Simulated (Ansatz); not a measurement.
A made-up structure of CH₄NS (charge -1), closed shell:

```
atom    x (Å)    y (Å)    z (Å)
  N1  -0.5940   0.5583  -0.5710
  C2   0.3526  -1.7346   0.6942
  S3   0.4549   0.0341   0.3205
  H4  -0.5630  -0.0331  -1.3990
  H5  -1.4746   0.2856  -0.1392
  H6   0.3956   0.7626   1.4674
  H7   1.6481   0.3244  -0.2639
```

It is relaxed with PBE-D4/def2-SVPD and then PBE0-D4/def2-TZVPD (Ansatz 0.2.0). Atoms count as bonded within 1.22 times the sum of their covalent radii (H–H: 0.88 Å). The end point is not checked to be a true minimum.

Task: Does its bonding change? (Judge from chemistry; the calculation decides.)

Result: Computed: No: no bond forms or breaks.

Where it ends: The first stage lowers the energy by 3.82 eV in 10 steps. It ends as CH₄NS ([C][SH2][NH2]), total charge -1:
N1  (-0.638, 0.647, -0.625)
C2  (0.502, -1.811, 0.822)
S3  (0.546, -0.314, 0.475)
H4  (-0.620, 0.090, -1.482)
H5  (-1.542, 0.412, -0.208)
H6  (0.396, 0.793, 1.378)
H7  (1.574, 0.381, -0.250)
(Å)

Labels in which every atom is bracketed show which atoms are joined, not bond orders.

For scale, one of the runs: PBE0-D4/def2-TZVPD relaxation, 156 basis functions, launched by `ansatz run in.yaml --threads 2 --pin off --events-out ev --progress --plain --max-ram 4352MiB`. The run took about 14 s on 2 CPU threads of an Intel Xeon 6975P-C (shared host).
